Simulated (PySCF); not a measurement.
C5H5S (charge +1).
Bonds: C1–C2 (aromatic), C2–C3 (aromatic), C3–S4 (aromatic), S4–C5 (aromatic), C5–C6 (aromatic), C1–C6 (aromatic). Hydrogens: H7 on C1; H8 on C2; H9 on C3; H10 on C5; H11 on C6.

Method used: PySCF 2.14.0, PBE0-D3(BJ)/def2-SVP geometry optimisation, gas phase.

**Question.** What internal coordinates does the optimisation give?

**Answer.** 
```csv
bond,length (Å)
"C1–C2, C1–C6",1.399
"C2–C3, C5–C6",1.382
"C3–S4, S4–C5",1.685
C1–H7,1.093
"C2–H8, C6–H11",1.093
"C3–H9, C5–H10",1.095
```

Bonds in one row agree within 0.01 Å and their mean is given. A selection of angles:
```csv
angle,degrees
C2–C1–C6,123.0
C2–C1–H7,118.5
C6–C1–H7,118.5
C1–C2–C3,122.5
C1–C2–H8,119.5
C3–C2–H8,118.0
C2–C3–S4,124.1
C2–C3–H9,121.9
S4–C3–H9,114.0
C3–S4–C5,103.8
```

C1 (aromatic CH carbon) is planar (angles 123.0°, 118.5° and 118.5°, sum 360.0°, 0.00 Å off the plane of its three neighbours). The 6 heavy atoms lie in one plane (0.000 Å rms). C3 (aromatic CH next to a ring sulfur) is planar (angles 124.1°, 121.9° and 114.0°, sum 360.0°, 0.00 Å off the plane of its three neighbours). C2 (aromatic CH carbon) is planar (angles 122.5°, 119.5° and 118.0°, sum 360.0°, 0.00 Å off the plane of its three neighbours). The 6-membered ring C1–C2–C3–S4–C5–C6 has internal angles of 103.8° to 124.1°; it is planar, 0.00 Å rms from its mean plane, widest ring torsion 0°.

Point group: C2v (every atom within 0.08 Å of its image). No frequency check.

The run took 14 s wall on an Arm Neoverse V2 with one thread (shared host), and the process peaked at 0.51 GiB of memory. These figures are those of the optimisation.
